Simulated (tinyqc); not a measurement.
Worked calculation: Pariser-Parr-Pople SCF with singles CI, for the molecule C=C(N)O (SMILES; centres numbered as the heavy atoms are written). One step of it, computed by the program tinyqc.

Task: Singles CI, singlets. Over the 3 single excitations with the smallest orbital gaps: A = (e_a - e_i) delta + 2 (ia|jb) - (ij|ab), with (pq|rs) = sum c_mp c_mq gamma_mn c_nr c_ns. f = 2/3 w |mu|^2 in atomic units, mu = sqrt2 sum c_ia sum_m c_mi c_ma R_m.

orbital energies (eV): [-13.487011, -10.818613, -7.756427, 1.178658]

coefficients, order 1C, 2C, 3N, 4O:
$$\begin{pmatrix}
0.215108 & 0.052092 & 0.758613 & -0.612798 \\
0.568328 & 0.079326 & 0.407326 & 0.710490 \\
0.500893 & 0.725862 & -0.397097 & -0.254056 \\
0.616310 & -0.681262 & -0.317657 & -0.234816
\end{pmatrix}$$

repulsion gamma_rs (eV), order 1C, 2C, 3N, 4O:
$$\begin{pmatrix}
10.050000 & 5.083861 & 4.225349 & 4.410612 \\
5.083861 & 10.050000 & 6.041282 & 6.428071 \\
4.225349 & 6.041282 & 19.220000 & 4.663901 \\
4.410612 & 6.428071 & 4.663901 & 24.230000
\end{pmatrix}$$

Centres (angstrom, eV; a flat drawing with bonds scaled to 1.40 angstrom):
```
centre          x          y  core charge z          W   gamma_rr
1C      -1.212000  -0.700000              1   9.870000  10.050000
2C       0.000000   0.000000              1   9.870000  10.050000
3N       1.212000  -0.700000              2  28.690000  19.220000
4O       0.000000   1.400000              2  34.190000  24.230000
```

Give: singlet CI matrix; singlet excitation energies; oscillator strengths.

Result:

singlet CI matrix (eV), order 3>4, 2>4, 1>4:
$$\begin{pmatrix}
6.029 & 0.077 & 0.426 \\
0.077 & 7.699 & 0.098 \\
0.426 & 0.098 & 10.231
\end{pmatrix}$$

singlet excitation energies (eV): [5.984, 7.697, 10.278]

oscillator strengths: [0.621, 0.238, 0.010]
